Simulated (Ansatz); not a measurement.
chloromethane cation (CH3Cl), SMILES CCl (connectivity only; charge and spin as stated), charge +1, multiplicity 2.

Geometry: PBE-D3(BJ)/def2-TZVP. A frequency run showed that this geometry is not a minimum. The spin state was assumed, not searched.

Two levels are set side by side: PBE/def2-TZVPD (Ansatz, a quantum-chemistry and plane-wave program) and PBE0/def2-TZVPD (Ansatz). Energy differences of separate SCF runs at the same geometry; the states with an electron removed or added have multiplicity 3 and 1. Differences are taken from unrounded values.

| quantity | PBE |
|---|---|
| vertical ionisation energy (eV) | 19.34 |
| vertical electron affinity (eV) | 10.83 |

### Question
These are the PBE values. What does PBE0 give? (Estimate from the structure and the level; the computed values follow.)

### Answer

```
quantity                          PBE0  PBE minus PBE0
-------------------------------  -----  --------------
vertical ionisation energy (eV)  19.59           -0.25
vertical electron affinity (eV)  10.99           -0.16
```

Here PBE gives about what the other level gives.
